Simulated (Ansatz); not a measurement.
# BClH2N radical: one species, many methods

Aim: compute BClH2N radical with functionals from several rungs and with coupled cluster. The yardstick is the atomisation energy at the CCSD(T) limit.

Method: functionals in def2-TZVPP, the program's frozen cores in correlated methods; program: Ansatz 0.2.0, Gaussian basis.

The runs, in order: LDA (SPW92), PBE-D4, revPBE-D4, BLYP-D4, r2SCAN-D4, B97M-V, PBE0-D4, B3LYP-D4, r2SCANh-D4, r2SCAN0-D4, HSE06-D4, BHLYP-D4, CAM-B3LYP-D4, LC-ωPBE, ωB97X-V, ωB97M-V, B2PLYP, PBE-QIDH; CCSD(T)/def2-SVP; CCSD(T)/def2-TZVPP; CCSD(T)/def2-QZVPP; extrapolation to the limit; RPA on PBE.

### 1 The geometry

An earlier PBE0-D4 in a triple-zeta def2 set relaxation fixed the geometry.

5 atoms, charge 0, spin multiplicity 2.

Atoms are counted from 1 here; the program's logs count them from 0.

Bond lengths: N1–B2 1.376 Å, N1–H4 1.005 Å, N1–H5 1.010 Å, B2–Cl3 1.746 Å. Angles: B2–N1–H4 122.3°, B2–N1–H5 123.4°, H4–N1–H5 114.3°, N1–B2–Cl3 124.3°.

### 2 LDA

This LDA is Slater exchange with PW92 correlation.

Contents of in.yaml:

```yaml
crystal:
  periodic: [false, false, false]
  atoms:
    - {symbol: N, position_ang: [-0.334040, 0.412115, -0.256741]}
    - {symbol: B, position_ang: [-0.098371, -0.544615, 0.704392]}
    - {symbol: Cl, position_ang: [1.343227, -1.526180, 0.784621]}
    - {symbol: H, position_ang: [-1.176690, 0.959925, -0.273105]}
    - {symbol: H, position_ang: [0.315774, 0.625056, -1.000568]}
basis:
  gaussian: {orbitals: def2-TZVPP}
magnetization: {spin_polarized: true, initial_magnetization: 1}
hamiltonian: {xc: lda}
output: {orbitals: {seedname: orbitals}}
```

Run with:

```bash
$ ansatz run in.yaml --threads 2 --pin off --events-out ev --progress --plain --max-ram 32768MiB --backend cpu
```

The runs that follow: PBE-D4 (GGA); revPBE-D4 (GGA); BLYP-D4 (GGA); r2SCAN-D4 (meta-GGA); B97M-V (meta-GGA); B3LYP-D4 (hybrid); r2SCANh-D4 (hybrid); r2SCAN0-D4 (hybrid); HSE06-D4 (hybrid); BHLYP-D4 (hybrid); CAM-B3LYP-D4 (range-separated); LC-ωPBE (range-separated); ωB97X-V (range-separated); ωB97M-V (range-separated); B2PLYP (double hybrid); PBE-QIDH (double hybrid); CCSD(T) in def2-SVP; CCSD(T) in def2-TZVPP; CCSD(T) in def2-QZVPP; RPA on PBE orbitals.

Before running them: what should the planned runs give, taken together? Wanted: atomisation energy, CCSD(T)/CBS; farthest beyond LDA; mean size of error, GGA; mean size of error, meta-GGA; mean size of error, hybrid; mean size of error, range-separated; mean size of error, double hybrid; gap, smallest and largest; T1 diagnostic.

**Answer**, as computed:

| quantity | value |
| --- | --- |
| atomisation energy, CCSD(T)/CBS | 17.460 eV |
| functionals within 0.087 eV (0.5 %) | r2SCAN0-D4, B2PLYP |
| farthest beyond LDA | PBE-D4 (+0.863 eV) |
| mean size of error, GGA | 0.509 eV |
| mean size of error, meta-GGA | 0.370 eV |
| mean size of error, hybrid | 0.307 eV |
| mean size of error, range-separated | 0.242 eV |
| mean size of error, double hybrid | 0.073 eV |
| gap, smallest and largest | 1.71 eV (LDA (SPW92)), 9.65 eV (LC-ωPBE) |
| T1 diagnostic | 0.0136 |
| triples share of the correlation energy | 4.0 % |

LDA overbinds by 3.080 eV (18 %). PBE-D4 is off by +0.863 eV. Double hybrids carry the basis error of their MP2 part in triple zeta, and no dispersion term here, so their miss is partly the set-up's. Taken by rung, double hybrid functionals do best (0.073 eV on average) and GGA ones worst beyond LDA (0.509 eV). The reference freezes the cores and leaves out relativity and excitations past (T), so misses under about 0.087 eV can't be ranked. Hartree-Fock recovers 72 % of the binding; the rest is correlation. CCSD(T) in def2-SVP is off by -1.041 eV, more than most functionals: a good method in a small basis is no reference. Orbital gaps span 1.7 to 9.7 eV; exact exchange widens them.
